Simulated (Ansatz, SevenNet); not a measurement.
# Rock-salt NbC: properties by level of theory

Reference values: lattice constant a 4.47 Å (measured, temperature not stated, no zero-point or thermal correction; as tabulated in Zhang et al. (2018), doi:10.1088/1367-2630/aac7f0); zone-centre TO phonon frequency 557 cm⁻¹ (measured, temperature not stated, not corrected to a static lattice, Gamma LTO (metal, TO = LO); as tabulated in Savrasov (1996), arXiv:cond-mat/9604125); elastic constant C11 620 GPa (measured, temperature not stated, no zero-point or thermal correction; as tabulated in Wu et al. (2005), arXiv:cond-mat/0412374); elastic constant C44 150 GPa (measured, temperature not stated, no zero-point or thermal correction; as tabulated in Wu et al. (2005), arXiv:cond-mat/0412374).

```json
[
 {"level (code)": "SevenNet-0", "lattice parameter a (Å)": "?", "TO(Γ) frequency (cm⁻¹)": "382", "elastic constant C11 (GPa)": "578", "elastic constant C44 (GPa)": "?", "polycrystal shear modulus (GPa)": "?"},
 {"level (code)": "LDA (Ansatz)", "lattice parameter a (Å)": "?", "TO(Γ) frequency (cm⁻¹)": "?", "elastic constant C11 (GPa)": "743", "elastic constant C44 (GPa)": "179", "polycrystal shear modulus (GPa)": "222"},
 {"level (code)": "PBE (Ansatz)", "lattice parameter a (Å)": "4.485", "TO(Γ) frequency (cm⁻¹)": "?", "elastic constant C11 (GPa)": "657", "elastic constant C44 (GPa)": "169", "polycrystal shear modulus (GPa)": "203"},
 {"level (code)": "PBE-D3(BJ) (Ansatz)", "lattice parameter a (Å)": "?", "TO(Γ) frequency (cm⁻¹)": "542", "elastic constant C11 (GPa)": "712", "elastic constant C44 (GPa)": "174", "polycrystal shear modulus (GPa)": "216"}
]
```

Problem. Fill in the missing entries.

Solution. 
- SevenNet-0, lattice parameter a (Å): 4.505
- SevenNet-0, elastic constant C44 (GPa): 96.4
- SevenNet-0, polycrystal shear modulus (GPa): 134
- LDA (Ansatz, an electronic-structure program), lattice parameter a (Å): 4.427
- LDA (Ansatz), TO(Γ) frequency (cm⁻¹): 551
- PBE (Ansatz), TO(Γ) frequency (cm⁻¹): 517
- PBE-D3(BJ) (Ansatz), lattice parameter a (Å): 4.450

Differences from the reference values (errors of the level alone only where the reference is corrected to a static lattice):

```csv
level,lattice constant a (%),zone-centre TO phonon frequency (%),elastic constant C11 (%),elastic constant C44 (%)
SevenNet-0,+0.78,-31,-6.8,-36
LDA,-0.96,-1.1,+19.8,+19.3
PBE,+0.34,-7.2,+6.0,+12.7
PBE-D3(BJ),-0.45,-2.7,+14.8,+16.0
```

Nearest: lattice constant a, not ranked (reference at room or unstated temperature); zone-centre TO phonon frequency, not ranked (one source); elastic constant C11, not ranked (reference at room or unstated temperature); elastic constant C44, not ranked (reference at room or unstated temperature).

Machine-learned potentials (SevenNet-0) are trained on DFT data: a solid inside that data is no test of them.

Caveats: the dispersion coefficients are held fixed in the derivatives (PBE-D3(BJ)). Ansatz's density-functional and Hartree–Fock values are scalar-relativistic unless marked +SOC, with PAW data made under PBE.

Differences are worked out from the printed values.

The computed numbers hold no vibrational or temperature effects.
